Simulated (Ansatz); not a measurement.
## Which is lower?

Two relaxed structures of Al2H3O, doublet (PBE0-D4/def2-TZVP; forces vanish, vibrations not checked).

A:

O1  (-1.328, -0.912, -0.933)
Al2  (-0.020, -0.061, -0.273)
Al3  (1.864, -0.509, 1.398)
H4  (-1.965, -0.598, -1.572)
H5  (3.313, -0.734, 0.776)
H6  (1.691, 0.149, 2.838)
(Å)

B:

```
6
angstrom
O -1.1854 -0.9236 -0.8265
Al -0.1922 0.3931 -0.3942
Al 1.7838 -0.2354 1.1245
H -1.8807 -0.8588 -1.4800
H -0.3951 1.7852 -1.1485
H 1.8696 -0.1605 2.7246
```

Ansatz 0.2.0; basis: def2-TZVPP; cores frozen in the correlated methods; orbitals are unrestricted. B3LYP uses VWN-RPA correlation.

Which structure is lower at CCSD(T), and by how much? (To be estimated.)

By the calculation: A, by 0.028 eV (electronic energy, against the other); a gap this small isn't resolved in one triple-zeta basis. By their contacts, A is Al₂H₃O ([OH][Al][AlH2]) and B is Al₂H₃O ([OH][AlH][AlH]).

Do the other methods give the same order? (Judge from chemistry; the calculation decides.)

The calculation gives: Not all: HF, MP2 give the other order.

| method | E(B) − E(A) (eV) |
| --- | --- |
| PBE-D4 | 0.132 |
| r2SCAN-D4 | 0.102 |
| PBE0-D4 | 0.081 |
| B3LYP-D4 | 0.087 |
| wB97M-V | 0.073 |
| HF | -0.043 |
| MP2 | -0.006 |
| CCSD | 0.011 |
| CCSD(T) | 0.028 |

The T1 diagnostic stays at or below 0.025. ⟨S²⟩ of the unrestricted Hartree–Fock references: 0.79 to 0.81 (a pure state has 0.75). The unrestricted reference is spin-contaminated, which hurts MP2 most.

Labels in which every atom is bracketed show which atoms are joined, not bond orders.

For scale, one of the runs: CCSD(T)/def2-TZVPP, 157 basis functions, launched by `ansatz run in.yaml --threads 2 --pin off --events-out ev --progress --plain --max-ram 4352MiB`. Time: 37 s of wall clock on 2 CPU threads of an Intel Xeon Platinum 8259CL; the host was shared. Peak host memory: 2.3 GiB.
